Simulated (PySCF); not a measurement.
Point-charge models of `O=C1C=CCO1` (2(5H)-furanone) against its computed dipole.

Coordinates (GFN2-xTB, Å) and charges (e) from the PBE0/pcSseg-1 density (PySCF):

```json
{"atom": "O1", "x": "2.508", "y": "-0.532", "z": "0.048", "Mulliken": "-0.3823", "IAO": "-0.4372", "Hirshfeld": "-0.2730", "ESP-fitted": "-0.5517"}
{"atom": "C2", "x": "1.332", "y": "-0.316", "z": "0.029", "Mulliken": "+0.5132", "IAO": "+0.5070", "Hirshfeld": "+0.1890", "ESP-fitted": "+0.8299"}
{"atom": "C3", "x": "0.618", "y": "0.971", "z": "-0.149", "Mulliken": "-0.1736", "IAO": "-0.2214", "Hirshfeld": "-0.0568", "ESP-fitted": "-0.3961"}
{"atom": "C4", "x": "-0.687", "y": "0.730", "z": "-0.100", "Mulliken": "-0.1698", "IAO": "-0.1323", "Hirshfeld": "-0.0226", "ESP-fitted": "-0.1168"}
{"atom": "C5", "x": "-0.901", "y": "-0.733", "z": "0.113", "Mulliken": "+0.1306", "IAO": "-0.0654", "Hirshfeld": "+0.0131", "ESP-fitted": "+0.1191"}
{"atom": "O6", "x": "0.395", "y": "-1.287", "z": "0.180", "Mulliken": "-0.4438", "IAO": "-0.3380", "Hirshfeld": "-0.1115", "ESP-fitted": "-0.4250"}
{"atom": "H7", "x": "1.135", "y": "1.899", "z": "-0.289", "Mulliken": "+0.1115", "IAO": "+0.1818", "Hirshfeld": "+0.0699", "ESP-fitted": "+0.2046"}
{"atom": "H8", "x": "-1.506", "y": "1.419", "z": "-0.191", "Mulliken": "+0.1133", "IAO": "+0.1713", "Hirshfeld": "+0.0691", "ESP-fitted": "+0.1499"}
{"atom": "H9", "x": "-1.451", "y": "-1.200", "z": "-0.712", "Mulliken": "+0.1505", "IAO": "+0.1671", "Hirshfeld": "+0.0613", "ESP-fitted": "+0.0930"}
{"atom": "H10", "x": "-1.434", "y": "-0.946", "z": "1.047", "Mulliken": "+0.1505", "IAO": "+0.1670", "Hirshfeld": "+0.0614", "ESP-fitted": "+0.0932"}
```

Question: What dipole does each set of charges give (1 e·Å = 4.803 D), and what does the density give?

Answer: The full density gives (-4.66, 2.04, -0.25) D, 5.09 D in size; dipole vectors point from the negative to the positive end.

```csv
scheme,μx,μy,μz,size (D),share of the full size (%),angle to the full dipole (°)
Mulliken,-4.98,1.31,-0.14,5.15,101,9
IAO,-5.16,2.27,-0.28,5.65,111,0
Hirshfeld,-3.41,1.19,-0.14,3.61,71,5
ESP-fitted,-4.71,2.03,-0.24,5.13,101,0
```

Question: Which set comes closest?

Answer: Length of the difference vector: ESP-fitted 0.05 D, IAO 0.56 D, Mulliken 0.81 D, Hirshfeld 1.52 D. Closest: ESP-fitted. 

Question: What is left for the Hirshfeld atoms' own dipoles?

Answer: The Hirshfeld atoms' densities add up to the full density, so μ = Σ q r + Σ (atomic dipoles). The atomic dipoles sum to (-4.66, 2.04, -0.25) − (-3.41, 1.19, -0.14) = (-1.25, 0.85, -0.11) D, 1.52 D in size.

Question: With the origin at the mean of the coordinates, (0.001, 0.000, -0.002) Å, which are the largest single terms, by size, of the ESP-fitted dipole along the direction of the full one?

Answer: O1 +6.65, C2 -5.36, O6 +1.81, H8 +1.41, C4 -0.52 D; all 10 atoms together +5.13 D. The single terms depend on the origin, their sum doesn't.

Question: Give the size of the full dipole in other units.

Answer: 5.09 D = 2.003 au = 1.060 e·Å = 16.98 × 10⁻³⁰ C·m.

Geometry: GFN2-xTB; no solvent, vibrations or thermal averaging.
